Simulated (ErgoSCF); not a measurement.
# CHClF (SMILES F[CH]Cl) at 6 levels

Aim: a comparison of 6 runs (UHF/STO-3G, UHF/3-21G, UHF/def2-SVP, UPBE0/STO-2G, UB3LYP/6-31G*, UPBE0/def2-SVP) of CHClF. 

The calculation is run with ErgoSCF 3.8.

2 further runs of the same task are left out: 1 that didn't finish, 1 set aside as unsound or not needed.

## (1) The structure to begin with

CHClF: 4 atoms, total charge 0, spin state doublet. As SMILES, `F[CH]Cl`. The shape is that of a GFN2-xTB optimisation.

Bond lengths: F1–C2 1.341 Å, C2–Cl3 1.685 Å, C2–H4 1.079 Å. Angles: F1–C2–Cl3 115.2°, F1–C2–H4 113.5°, Cl3–C2–H4 119.3°.

## (2) A single-point energy at UHF/STO-3G (run 1)

The input, run.inp:

```
# HF on CHClF
set_nthreads("env")
scf.output_mulliken_pop = 1
tmpdir = "."
basis = "STO-3G"
scf.use_diagonalization = 1
scf.max_number_of_iterations = 120
spin_polarization = 1
molecule_inline
F     -2.40016005    -0.25951609    -0.58362302
C     -0.09809568     0.34810645     0.28226839
Cl     1.82592897    -2.12008374     0.87348811
H      0.67232676     2.03149338    -0.57215238
EOF
run "HF"
```

The basis set STO-3G is read from a file made from the Basis Set Exchange's data (not shown).

Run with:

```bash
$ ergo < run.inp
```

Standard output:

```text
[...]
INSC SCF_general constructor, number of basis functions: 20
[...]
INSC Energy   1 =       -553.16348090835
[...]
INDE E_LUMO =          0.25794787802
[...]
INSC Energy  14 =       -590.53674539006  ( diff     -0.000000000007958 )
[...]
RESC CONVERGED after  14 iterations.
RESC FINAL ENERGY:       -590.53674539006
RESC FINAL <S2> =          0.75898673546
[...]
INSC SCF: dipole_moment_x [atomic units] =      -0.06337147
INSC SCF: dipole_moment_y [atomic units] =       0.57183302
INSC SCF: dipole_moment_z [atomic units] =      -0.16176223
[...]
```

It took 1.4 s on 1 thread of Arm Neoverse V2, shared host; peak memory 0.26 GiB.

## (3) A single-point energy at UHF/3-21G (run 2)

The input, ergo.in:

```
set_nthreads(1)
molecule_inline Angstrom
F     -1.270110    -0.137330    -0.308840
C     -0.051910     0.184210     0.149370
Cl     0.966240    -1.121900     0.462230
H      0.355780     1.075020    -0.302770
EOF
scf.use_diagonalization = 1
scf.max_number_of_iterations = 120
spin_polarization = 1
basis = "3-21G"
scf.output_mulliken_pop = 1
tmpdir = "."
run "HF"
```

The basis set 3-21G is read from a file made from the Basis Set Exchange's data (not shown).

Run with:

```bash
$ ergo ergo.in
```

Standard output:

```text
[...]
INSC SCF_general constructor, number of basis functions: 33
[...]
INSC Energy   1 =       -408.31551390253
[...]
INDE E_LUMO =          0.12235160427
[...]
INSC Energy  20 =       -594.35227189693  ( diff     -0.000000000006139 )
[...]
RESC CONVERGED after  20 iterations.
RESC FINAL ENERGY:       -594.35227189693
RESC FINAL <S2> =          0.75943398892
[...]
INSC SCF: dipole_moment_x [atomic units] =       0.35221931
INSC SCF: dipole_moment_y [atomic units] =       0.59887680
INSC SCF: dipole_moment_z [atomic units] =      -0.10501769
[...]
```

It took 2.1 s on 1 thread of Arm Neoverse V2, shared host; peak memory 0.26 GiB.

## (4) The energy at UHF/def2-SVP (run 3)

The input, input.xyz:

```xyz
4
CHClF
F     -1.270110    -0.137330    -0.308840
C     -0.051910     0.184210     0.149370
Cl     0.966240    -1.121900     0.462230
H      0.355780     1.075020    -0.302770
```

The input, input.ego:

```
# CHClF
set_nthreads("env")
molecule "input.xyz"
basis = "def2-SVP"
scf.output_mulliken_pop = 1
tmpdir = "."
scf.use_diagonalization = 1
spin_polarization = 1
scf.max_number_of_iterations = 120
run "HF"
```

The basis set def2-SVP is read from a file made from the Basis Set Exchange's data (not shown).

Run with:

```bash
$ ergo < input.ego
```

Standard output:

```text
[...]
INSC SCF_general constructor, number of basis functions: 51
[...]
INSC Energy   1 =       -296.72786577769
[...]
INDE E_LUMO =          0.12019676532
[...]
INSC Energy  30 =       -597.06809764905  ( diff     -0.000000000002046 )
[...]
RESC CONVERGED after  30 iterations.
RESC FINAL ENERGY:       -597.06809764905
RESC FINAL <S2> =          0.76043380859
[...]
INSC SCF: dipole_moment_x [atomic units] =       0.39639012
INSC SCF: dipole_moment_y [atomic units] =       0.45966177
INSC SCF: dipole_moment_z [atomic units] =      -0.06349157
[...]
```

Run time: 17 s. Hardware: 1 thread of Arm Neoverse V2, shared host; peak memory 0.26 GiB.

Runs 4 to 5 aren't shown in full; the table further down has their settings and results.

## (5) The energy at UPBE0/def2-SVP (run 6)

The input, input.ego:

```
set_nthreads(1)
molecule_inline
F  -2.40016005 -0.25951609 -0.58362302
C  -0.09809568 0.34810645 0.28226839
Cl 1.82592897 -2.12008374 0.87348811
H  0.67232676 2.03149338 -0.57215238
EOF
scf.output_mulliken_pop = 1
XC.angint = 41
scf.max_number_of_iterations = 120
XC.sparse_mode = 0
XC.radint = 1e-11
tmpdir = "."
scf.use_diagonalization = 1
spin_polarization = 1
basis = "def2-SVP"
run "PBE0"
```

The basis set def2-SVP is read from a file made from the Basis Set Exchange's data (not shown).

Run with:

```bash
$ ergo input.ego
```

Standard output:

```text
[...]
INDF Weighted mixed functional:
[...]
INSC Energy   1 =       -304.61918547664
[...]
INDE E_LUMO =         -0.05627623220
[...]
INSC Energy  18 =       -598.13164978294  ( diff     -0.000000000007276 )
[...]
RESC CONVERGED after  18 iterations.
RESC FINAL ENERGY:       -598.13164978294
RESC FINAL <S2> =          0.75336395309
[...]
INSC SCF: dipole_moment_x [atomic units] =       0.32085016
INSC SCF: dipole_moment_y [atomic units] =       0.32460279
INSC SCF: dipole_moment_z [atomic units] =      -0.12082515
[...]
```

Wall time 14 s (1 thread of Arm Neoverse V2, shared host); peak memory 0.26 GiB.

## (6) The series

```
run                                level           solver  iteration cap  energy (Eh)  dipole moment (D)   ⟨S²⟩  wall time
  1                           UHF/STO-3G  diagonalisation            120  -590.536745               1.52  0.759      1.4 s
  2                            UHF/3-21G  diagonalisation            120  -594.352272               1.79  0.759      2.1 s
  3                         UHF/def2-SVP  diagonalisation            120  -597.068098               1.55  0.760       17 s
  4                         UPBE0/STO-2G     purification             80  -575.109070               1.37  0.752      1.8 s
  5  UB3LYP/6-31G* (spherical functions)  diagonalisation            120  -598.660185               1.17  0.753       14 s
  6                       UPBE0/def2-SVP  diagonalisation            120  -598.131650               1.20  0.753       14 s
```

## (7) Results

```
            quantity          value
 run 6: total energy  -598.13165 Eh
run 6: dipole moment         1.20 D
         run 6: ⟨S²⟩          0.753
```

The dipole moment (its size) runs from 1.17 D (UB3LYP/6-31G*) to 1.79 D (UHF/3-21G). The two ends differ in method and basis. Totals of different functionals can't be ranked against each other. In runs 1, 4 the basis is minimal, so the values are rough. All runs together took 51 s, the longest 17 s.
